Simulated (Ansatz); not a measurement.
**ClFH2Si: molecular dynamics**

The plan is to follow the molecule's vibrations and see whether its bonds hold. The start is relaxed first. Runs: 300 steps of 0.25 fs at constant energy (fourth-order Milne integrator), with velocities drawn for 2000 K. SMILES of the start: F[SiH2]Cl.

Method: RHF/def2-SVPD, in Ansatz 0.2.0.

## 1. The system as given

Bond lengths: Si1–Cl2 2.130 Å, Si1–F3 1.590 Å, Si1–H4 1.459 Å, Si1–H5 1.459 Å. Angles: Cl2–Si1–F3 109.5°, Cl2–Si1–H4 109.5°, Cl2–Si1–H5 109.5°, F3–Si1–H4 109.5°, F3–Si1–H5 109.5°, H4–Si1–H5 109.5°.

Structure file:

```xyz
5

Si    0.0000    0.0000    0.0000
Cl    0.0000    0.0000    2.1300
F     1.4994    0.0000   -0.5295
H    -0.6877    1.1914   -0.4862
H    -0.6877   -1.1914   -0.4862
```

## 2. Relaxing the start

The input, input.yaml:

```yaml
crystal:
  periodic: [false, false, false]
  atoms:
    - { symbol: Si, position_ang: [0.0, 0.0, 0.0] }
    - { symbol: Cl, position_ang: [0.0, 0.0, 2.13] }
    - { symbol: F, position_ang: [1.4994, 0.0, -0.5295] }
    - { symbol: H, position_ang: [-0.6877, 1.1914, -0.4862] }
    - { symbol: H, position_ang: [-0.6877, -1.1914, -0.4862] }
basis:
  gaussian: { orbitals: def2-SVPD }
hamiltonian:
  xc: hf
relax:
  f_tol: 0.02
  max_steps: 40
```

Launch:

```console
ansatz run input.yaml --threads 1 --pin off --max-ram 2048MiB --backend cpu --events-out ev --progress --plain --runs-dir out
```

The log of the run, shortened:

```text
Warning: RAYON_NUM_THREADS=1 ignored (pool sized by the plan → 1); use --threads N
[...]
Functional definition: HF
[...]
889 factors; integrals over basis functions are off by at most 4.9e-4 eV
[...]
mean field -23098.10745495 eV, -848.8397925099 hartree, gradient 1.2e-5 eV, S^2 0.000000; 0 other end points of the search recorded, 0 dependent functions left out
[...]
reference -23098.10745495 eV, -848.8397925099 hartree; 21, 21 occupied and 69, 69 virtual orbitals, 889 factors
relax step   1: F+E_penalty+E_count = -23098.10745495 eV  Δ(F+E_penalty+E_count) = +0.000e0 eV  max|allowed force component| = 1.172e0 eV/Å  Δτ_max = 0.0000 Å  (32 SCF iters, accepted)
[...]
relax step   3: F+E_penalty+E_count = -23098.17075975 eV  Δ(F+E_penalty+E_count) = -1.782e-2 eV  max|allowed force component| = 2.641e-1 eV/Å  Δτ_max = 0.0257 Å  (32 SCF iters, accepted)
[...]
relax step   4: F+E_penalty+E_count = -23098.17248968 eV  Δ(F+E_penalty+E_count) = -1.730e-3 eV  max|allowed force component| = 1.857e-2 eV/Å  Δτ_max = 0.0085 Å  (33 SCF iters, accepted)
889 factors; integrals over basis functions are off by at most 4.9e-4 eV
mean field -23098.17248968 eV, -848.8421824922 hartree, gradient 1.6e-5 eV, S^2 0.000000; 1 other end points of the search recorded, 0 dependent functions left out
[...]
reference -23098.17248968 eV, -848.8421824922 hartree; 21, 21 occupied and 69, 69 virtual orbitals, 889 factors
Total energy: -23098.17248968 eV, -848.8421824922 hartree
Atom 0 at    -0.028471     0.000000     0.002068 Å, force     0.013570     0.000000     0.001982 eV/Å
Atom 1 at     0.000342    -0.000000     2.066162 Å, force     0.005026    -0.000000     0.005932 eV/Å
Atom 2 at     1.495077    -0.000000    -0.515359 Å, force    -0.018567    -0.000000     0.006801 eV/Å
Atom 3 at    -0.671474     1.231414    -0.462385 Å, force    -0.000014     0.001934    -0.007358 eV/Å
Atom 4 at    -0.671474    -1.231414    -0.462385 Å, force    -0.000014    -0.001934    -0.007358 eV/Å
Dipole moment:    -0.327209     0.000000    -0.204549 e Å
```

Wall time 4.5 s (1 thread of Intel Xeon 6975P-C (Granite Rapids), shared host); peak memory 0.17 GiB.

Step by step:

```
step  energy from step 1 (eV)  largest force component (eV/Å)
   1                   0.0000                          1.1720
   2                  -0.0455                          0.6106
   3                  -0.0633                          0.2641
   4                  -0.0650                          0.0186
```

Step 1 is the start.

After: Bond lengths: Si1–Cl2 2.064 Å, Si1–F3 1.609 Å, Si1–H4 1.465 Å, Si1–H5 1.465 Å. Angles: Cl2–Si1–F3 108.0°, Cl2–Si1–H4 108.9°, Cl2–Si1–H5 108.9°, F3–Si1–H4 108.3°, F3–Si1–H5 108.3°, H4–Si1–H5 114.4°.

## 3. The run

300 steps of 0.25 fs at constant energy (fourth-order milne integrator), with velocities drawn for 2000 K, from the relaxed start.

The input, input.yaml:

```yaml
crystal:
  periodic: [false, false, false]
  atoms:
    - { symbol: Si, position_ang: [-0.028471, 0.0, 0.002068] }
    - { symbol: Cl, position_ang: [0.000342, 0.0, 2.066162] }
    - { symbol: F, position_ang: [1.495077, 0.0, -0.515359] }
    - { symbol: H, position_ang: [-0.671474, 1.231414, -0.462385] }
    - { symbol: H, position_ang: [-0.671474, -1.231414, -0.462385] }
basis:
  gaussian: { orbitals: def2-SVPD }
hamiltonian:
  xc: hf
md:
  timestep: 0.25
  n_steps: 300
  ensemble: nve_milne
  temperature: 2000.0
  initial_velocities: maxwell_boltzmann
  seed: 217544
```

Launch:

```console
ansatz run input.yaml --threads 1 --pin off --max-ram 2048MiB --backend cpu --events-out ev --progress --plain --runs-dir out
```

The log of the run, shortened:

```text
Warning: RAYON_NUM_THREADS=1 ignored (pool sized by the plan → 1); use --threads N
[...]
Functional definition: HF
[...]
889 factors; integrals over basis functions are off by at most 4.9e-4 eV
[...]
mean field -23098.17248818 eV, -848.8421824369 hartree, gradient 1.2e-5 eV, S^2 0.000000; 0 other end points of the search recorded, 0 dependent functions left out
[...]
reference -23098.17248818 eV, -848.8421824369 hartree; 21, 21 occupied and 69, 69 virtual orbitals, 889 factors
md step     0: t =     0.00 fs  T =  2000.0 K  F+E_penalty+E_count = -23098.17248818 eV  E_kin = 0.775560 eV  conserved = -23097.39692819 eV  (32 SCF iters)
[...]
md step    20: t =     5.00 fs  T =  1138.7 K  F+E_penalty+E_count = -23097.83849957 eV  E_kin = 0.441580 eV  conserved = -23097.39691943 eV  (21 SCF iters)
[...]
md step    40: t =    10.00 fs  T =    51.2 K  F+E_penalty+E_count = -23097.41678674 eV  E_kin = 0.019869 eV  conserved = -23097.39691724 eV  (24 SCF iters)
[...]
md step    60: t =    15.00 fs  T =   912.1 K  F+E_penalty+E_count = -23097.75060399 eV  E_kin = 0.353683 eV  conserved = -23097.39692069 eV  (32 SCF iters)
[...]
md step    80: t =    20.00 fs  T =  1811.2 K  F+E_penalty+E_count = -23098.09925639 eV  E_kin = 0.702337 eV  conserved = -23097.39691921 eV  (32 SCF iters)
md step    81: t =    20.25 fs  T =  1831.3 K  F+E_penalty+E_count = -23098.10707039 eV  E_kin = 0.710158 eV  conserved = -23097.39691245 eV  (32 SCF iters)
```

## 4. The output, continued: dynamics from the start

The log, continued, shortened:

```text
md step    82: t =    20.50 fs  T =  1833.3 K  F+E_penalty+E_count = -23098.10782314 eV  E_kin = 0.710905 eV  conserved = -23097.39691854 eV  (32 SCF iters)
[...]
md step   107: t =    26.75 fs  T =   967.1 K  F+E_penalty+E_count = -23097.77194558 eV  E_kin = 0.375029 eV  conserved = -23097.39691620 eV  (31 SCF iters)
[...]
md step   132: t =    33.00 fs  T =  1075.9 K  F+E_penalty+E_count = -23097.81412956 eV  E_kin = 0.417215 eV  conserved = -23097.39691477 eV  (32 SCF iters)
[...]
md step   157: t =    39.25 fs  T =  1237.8 K  F+E_penalty+E_count = -23097.87689439 eV  E_kin = 0.479978 eV  conserved = -23097.39691650 eV  (33 SCF iters)
[...]
md step   182: t =    45.50 fs  T =   334.7 K  F+E_penalty+E_count = -23097.52669877 eV  E_kin = 0.129779 eV  conserved = -23097.39691997 eV  (25 SCF iters)
md step   183: t =    45.75 fs  T =   361.6 K  F+E_penalty+E_count = -23097.53712155 eV  E_kin = 0.140203 eV  conserved = -23097.39691828 eV  (33 SCF iters)
md step   184: t =    46.00 fs  T =   404.6 K  F+E_penalty+E_count = -23097.55382516 eV  E_kin = 0.156905 eV  conserved = -23097.39692028 eV  (32 SCF iters)
```

## 5. The log goes on: dynamics from the start

The log, continued, shortened:

```text
md step   185: t =    46.25 fs  T =   459.1 K  F+E_penalty+E_count = -23097.57493340 eV  E_kin = 0.178014 eV  conserved = -23097.39691927 eV  (32 SCF iters)
[...]
md step   206: t =    51.50 fs  T =   305.8 K  F+E_penalty+E_count = -23097.51551655 eV  E_kin = 0.118599 eV  conserved = -23097.39691767 eV  (25 SCF iters)
[...]
md step   227: t =    56.75 fs  T =  1536.5 K  F+E_penalty+E_count = -23097.99274801 eV  E_kin = 0.595832 eV  conserved = -23097.39691586 eV  (32 SCF iters)
[...]
md step   248: t =    62.00 fs  T =  1696.9 K  F+E_penalty+E_count = -23098.05495920 eV  E_kin = 0.658041 eV  conserved = -23097.39691860 eV  (32 SCF iters)
[...]
md step   299: t =    74.75 fs  T =  1580.9 K  F+E_penalty+E_count = -23098.00997244 eV  E_kin = 0.613054 eV  conserved = -23097.39691888 eV  (28 SCF iters)
[...]
md step   300: t =    75.00 fs  T =  1656.1 K  F+E_penalty+E_count = -23098.03911965 eV  E_kin = 0.642205 eV  conserved = -23097.39691465 eV  (28 SCF iters)
Total energy: -23098.03911965 eV, -848.8372812341 hartree
Atom 0 at    -0.031192    -0.001766     0.013738 Å, force     0.885069    -0.667607     0.385470 eV/Å
Atom 1 at     0.002475    -0.002114     2.040751 Å, force     0.060056     0.169470     1.015069 eV/Å
Atom 2 at     1.491889     0.007875    -0.494538 Å, force     0.154972    -0.294902    -0.171498 eV/Å
Atom 3 at    -0.566162     1.200364    -0.456091 Å, force    -0.881489     1.307060    -0.603942 eV/Å
Atom 4 at    -0.715916    -1.225241    -0.292580 Å, force    -0.218609    -0.514022    -0.625099 eV/Å
Dipole moment:    -0.342016    -0.007488    -0.223297 e Å
```

It took 3.8 min on 1 thread of Intel Xeon 6975P-C (Granite Rapids), shared host; peak memory 0.16 GiB.

## 6. Frames and traces

The trajectory, every 12 steps (energies from step 0):

```csv
time (fs),T (K),potential energy change (meV/atom),total energy change (meV/atom)
0.0,2000,0.0,0.00
3.0,1096,70.1,0.00
6.0,1116,68.6,0.00
9.0,199,139.7,0.00
12.0,371,126.3,0.00
15.0,912,84.4,0.00
18.0,1116,68.6,0.00
21.0,1788,16.4,0.00
24.0,1072,72.0,0.00
27.0,963,80.5,0.00
30.0,300,131.9,0.00
33.0,1076,71.7,0.00
36.0,1464,41.5,0.00
39.0,1217,60.7,0.00
42.0,1356,50.0,0.00
45.0,343,128.5,0.00
48.0,757,96.4,0.00
51.0,321,130.2,0.00
54.0,920,83.8,0.00
57.0,1509,38.1,0.00
60.0,1429,44.3,0.00
63.0,1416,45.3,0.00
66.0,259,135.0,0.00
69.0,818,91.7,0.00
72.0,1053,73.5,0.00
75.0,1656,26.7,0.00
```

time (fs), T (K) and a bar:
```
      0.0       2000 ##############################
      3.2       1055 ###############
      6.5       1020 ###############
      9.8         68 
     13.0        686 ##########
     16.2        770 ###########
     19.5       1715 ##########################
     22.8       1354 ####################
     26.0        960 ##############
     29.2        522 #######
     32.5        813 ############
     35.8       1502 ######################
     39.2       1238 ##################
     42.5       1235 ##################
     45.8        362 #####
     49.0        666 #########
     52.2        377 #####
     55.5       1442 #####################
     58.8       1248 ##################
     62.0       1697 #########################
     65.2        432 ######
     68.5        648 #########
     71.8       1077 ################
     75.0       1656 #########################
```

## 7. Frames from the trajectory

Positions (Å) and forces (eV/Å):

```xyz
5
time_fs=9.5 T=99 dE=0.7371
Si   -0.073   -0.001    0.046    1.587    0.676   -2.556
Cl   -0.010    0.003    2.052    0.276   -0.204    1.223
F     1.594   -0.005   -0.566   -3.858    0.200    1.282
H    -0.882    1.358   -0.244    1.374   -1.922   -0.196
H    -0.715   -1.309   -0.446    0.621    1.250    0.248
5
time_fs=18.8 T=1447 dE=0.2144
Si   -0.040    0.002    0.038    3.061   -0.579   -0.920
Cl   -0.015    0.001    2.063    0.112   -0.050    0.659
F     1.538   -0.003   -0.565   -2.039    0.105    0.978
H    -0.675    1.154   -0.420   -0.668    1.564   -0.506
H    -0.633   -1.175   -0.484   -0.466   -1.039   -0.211
5
time_fs=28.0 T=863 dE=0.4408
Si    0.034    0.001   -0.009   -5.639    0.148    1.850
Cl   -0.017   -0.002    2.089    0.061    0.144   -0.657
F     1.423    0.004   -0.532    6.249   -0.228   -1.773
H    -0.525    1.207   -0.627   -0.457    0.144    0.469
H    -0.618   -1.220   -0.467   -0.214   -0.207    0.110
5
time_fs=37.5 T=1237 dE=0.2958
Si   -0.013    0.000   -0.018   -1.315    0.711    0.171
Cl   -0.017   -0.002    2.101    0.127    0.153   -0.888
F     1.506    0.002   -0.553   -0.258   -0.116    0.114
H    -0.674    1.373   -0.529    0.811   -2.040    0.665
H    -0.710   -1.330   -0.353    0.634    1.292   -0.061
5
time_fs=47.0 T=638 dE=0.5283
Si   -0.082    0.003    0.004    4.428   -0.836    0.265
Cl   -0.014    0.001    2.094    0.108   -0.082   -0.545
F     1.607   -0.005   -0.577   -4.009    0.174    1.259
H    -0.781    1.167   -0.338   -0.403    1.366   -0.688
H    -0.696   -1.208   -0.452   -0.124   -0.621   -0.290
5
time_fs=56.2 T=1548 dE=0.1754
Si   -0.051   -0.001    0.019    2.458    0.202   -0.935
Cl   -0.009    0.003    2.074    0.021   -0.187   -0.043
F     1.546   -0.005   -0.549   -2.246    0.240    0.933
H    -0.755    1.194   -0.406    0.077    0.401   -0.097
H    -0.616   -1.169   -0.603   -0.310   -0.656    0.140
5
time_fs=65.5 T=359 dE=0.6362
Si    0.024   -0.006    0.009   -7.146    0.803    0.119
Cl   -0.003    0.001    2.052   -0.028   -0.042    0.386
F     1.418    0.003   -0.491    6.260   -0.061   -1.964
H    -0.607    1.372   -0.533    0.545   -1.950    0.832
H    -0.630   -1.299   -0.535    0.369    1.251    0.628
5
time_fs=75.0 T=1656 dE=0.1334
Si   -0.031   -0.002    0.014    0.885   -0.668    0.386
Cl    0.003   -0.002    2.041    0.060    0.170    1.015
F     1.492    0.008   -0.494    0.155   -0.295   -0.172
H    -0.566    1.200   -0.456   -0.881    1.307   -0.604
H    -0.716   -1.225   -0.293   -0.219   -0.514   -0.625
```

## 8. What came out

```
                          quantity                           value
           relaxation of the start         3 moves, 0.065 eV lower
                            length            300 steps of 0.25 fs
  temperature, first and last step                 2000 and 1656 K
          temperature, second half  mean 976 K, from 225 to 1724 K
     potential energy, second half     +79 meV/atom from the start
largest change of the total energy                   0.00 meV/atom
            bonds formed or broken                               0
```

What this shows: The temperature starts at 2000 K and averages 976 K in the second half, where it ranges from 225 to 1724 K. About half is expected from a start at a minimum: kinetic energy passes into potential energy until both shares match. The total energy strays from its start by at most 0.00 meV/atom, under 0.1 % of the mean kinetic energy, which is good for a step of 0.25 fs. No bond forms or breaks. 75 fs on 5 atoms is far too short and small for converged averages. The nuclei move classically, without zero-point motion, which matters most for hydrogen.
